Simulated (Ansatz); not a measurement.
# Property card for AgAu3

The calculation used Ansatz 0.2.0, DFT r2SCAN, scalar-relativistic, plane waves, PAW.

Settings: cutoff 500 eV, Γ-centred mesh 14×14×14 on the computed 4-atom cell, Gaussian smearing of 0.10 eV; no spin polarisation.

The structure is relaxed at this level of theory with its symmetry kept. Whether it is the stable form of this composition wasn't checked.

It takes space group I4/mmm (No. 139, tetragonal). The conventional cell has a = 4.104 Å, b = 4.104 Å, c = 8.286 Å, α = 90.00°, β = 90.00°, γ = 90.00°. Ag (site symmetry 4/mmm) is surrounded by 12 Au at 2.90 to 2.92 Å. Au (site symmetry -4m2) is surrounded by 8 Au at 2.90 to 2.92 Å and 4 Ag at 2.92 Å. Around Au (site symmetry 4/mmm) lie 4 Ag at 2.90 Å and 8 Au at 2.92 Å.

| Property | Result |
| --- | --- |
| Volume per atom | 17.45 Å³ |
| Formation energy from the elements' standard states (uncorrected) | -0.054 eV/atom |
| Generalised Kohn–Sham band gap | none (metal) |
| Density of states at the Fermi level | 1.08 states/eV per cell |
| Löwdin character within 0.5 eV of the Fermi level | Au 6s 38 %, Au 5d 22 %, Ag 5s 11 %, unprojected 24 % |
| Bulk modulus | 140 GPa |
| Its pressure derivative | 6.0 |
| Bader charges (e) | Ag (1 in the cell) 0.30, Au (2 in the cell) -0.10, Au (1 in the cell) -0.10 |

Spin-orbit coupling is left out, which matters for the bands of heavy elements.